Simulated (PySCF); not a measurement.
Compound: BH3 (charge -1 and doublet state).
Atom-mapped SMILES: `[BH3-:1]` (hydrogens: H2, H3, H4 on B1)

Geometry (PBE0-D3(BJ)/def2-SVP, Å), atoms numbered from 1 in this order:
```xyz
4
BH3 angstrom
B      0.0058    0.0003    0.0784
H      1.1720   -0.3813   -0.0596
H     -0.2455    1.2058   -0.0117
H     -0.9118   -0.8153   -0.0528
```

Method used: PySCF 2.14.0, UKS B3LYP, IGLO-III on B, pcH-1 on H, non-relativistic, mean-field spin-orbit, GIAO. Whether the extra electron is bound in the gas phase wasn't checked; a finite basis holds it in any case.

Task: Break the g tensor into its mass correction, gauge correction and orbital-Zeeman/spin–orbit terms.

Result: 
```json
{"Δg (ppm)": "relativistic mass correction", "1": "-47", "2": "-47", "3": "-47"}
{"Δg (ppm)": "gauge correction", "1": "2", "2": "11", "3": "11"}
{"Δg (ppm)": "orbital Zeeman/spin–orbit", "1": "1", "2": "237", "3": "237"}
{"Δg (ppm)": "total", "1": "-44", "2": "200", "3": "200"}
```

So g = 2.00228, 2.00252, 2.00252 and g_iso = 2.00244; the tensor is close to axial: the two nearest values differ by under 1 % of g3 − g1. 

Task: At 9.72 GHz, how far is the centre of the isotropic spectrum from where a free electron (g = 2.002319) resonates?

Result: B = hν/(g μB) with μB/h = 13.99624 MHz/mT gives 346.83 mT for the free electron and 346.81 mT at g_iso, 0.02 mT lower.

Task: What effective moment and Curie constant follow for a powder?

Result: With the mean of g² = 4.0098 and S(S+1) = 0.75: μ_eff = √(⟨g²⟩S(S+1)) = 1.734 μB and χT = 0.12505·⟨g²⟩·S(S+1) = 0.376 cm³ K/mol (cgs; spin-Hamiltonian part alone).

Task: What are the electron Larmor frequencies g μB B/h along the three axes at 330 mT?

Result: 9.2480, 9.2492, 9.2492 GHz for g1, g2 and g3, a range of 1.1 MHz.

Task: In a frozen sample, at which fields do the three g values resonate at 9.5, 34, 94 and 263 GHz (hyperfine left aside), and which band first spreads them over more than twice a line width of 0.3 mT?

Result: 
```json
{"band": "X", "GHz": "9.5", "B(g3) mT": "338.95", "B(g2) mT": "338.95", "B(g1) mT": "338.99", "spread mT": "0.04"}
{"band": "Q", "GHz": "34.0", "B(g3) mT": "1213.08", "B(g2) mT": "1213.08", "B(g1) mT": "1213.23", "spread mT": "0.15"}
{"band": "W", "GHz": "94.0", "B(g3) mT": "3353.82", "B(g2) mT": "3353.82", "B(g1) mT": "3354.23", "spread mT": "0.41"}
{"band": "J", "GHz": "263.0", "B(g3) mT": "9383.56", "B(g2) mT": "9383.56", "B(g1) mT": "9384.70", "spread mT": "1.14"}
```

The spread grows in proportion to the frequency. J band is the first where it exceeds 0.6 mT.

The largest Mulliken spin population is on B1 (+1.15). The angles at B1 add up to 357.2°, so it is nearly planar; its axial dipolar tensor and the negative couplings of its protons fit spin in a p orbital normal to that plane.

The HOMO–LUMO gaps are 3.50 eV among the α and 6.94 eV among the β orbitals.
